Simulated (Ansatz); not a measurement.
A nudged elastic band was laid between two geometries of AlH3O2 (6 atoms, charge 0, multiplicity 1).

Method: Ansatz, RKS PBE0-D4/def2-SVP.

- movable images: 9
- climbing image: yes
- spring: 5.0 eV/Å²
- optimiser: quadratic models (default)
- start path: IDPP
- force threshold: 0.05 eV/Å
- iteration limit: 60
- end points: relaxed

Initial state:

```xyz
6
Properties=species:S:1:pos:R:3
O -1.287 -0.298 -0.747
Al 0.271 0.291 -0.421
O 1.106 0.053 1.037
H -1.881 -0.813 -0.201
H 0.989 1.113 -1.546
H 0.845 -0.410 1.832
```

Final state:

```xyz
6
Properties=species:S:1:pos:R:3
O -1.289 -0.569 -0.122
Al 0.208 0.216 -0.315
O 1.312 0.181 0.972
H -1.990 -0.619 -0.773
H 0.634 0.978 -1.624
H 1.168 -0.251 1.815
```

Problem. Which bonds break or form, and what moves?

Solution. No bond is made or broken. The dihedral H4–O1–Al2–O3 changes from 0 to -180° by way of a nearly straight angle H4–O1–Al2 (up to 179°), not by a turn about the bond.

Problem. What energy profile does the band end with?

Solution. The forces met the threshold. The highest image is number 5 of 0 to 10, 0.067 eV above the first end and 0.086 eV above the last; the last end lies 0.019 eV below the first. A vibrational analysis at the climbing image gives one clearly imaginary mode, 341i cm⁻¹: a first-order saddle point.

```
image  path coordinate (Å)  energy (eV)  angle H4–O1–Al2 (°)
    0                 0.00        0.000                  130
    1                 0.12        0.005                  136
    2                 0.24        0.020                  145
    3                 0.36        0.041                  156
    4                 0.48        0.060                  168
    5                 0.60        0.067                  179
    6                 0.72        0.056                  166
    7                 0.85        0.031                  153
    8                 0.97        0.004                  141
    9                 1.10       -0.014                  132
   10                 1.22       -0.019                  126
```

Problem. What is the geometry of the highest image?

Solution. 
```xyz
6
Properties=species:S:1:pos:R:3
O -1.257 -0.430 -0.408
Al 0.256 0.263 -0.377
O 1.270 0.156 0.981
H -2.118 -0.821 -0.440
H 0.820 1.060 -1.607
H 1.070 -0.291 1.804
```

Problem. What are the harmonic wavenumbers there?

Solution. 341i, 152, 265, 371, 517, 560, 712, 824, 977, 2014, 3991, 4156 cm⁻¹.

The run took 86 s on 1 CPU thread of a shared host.
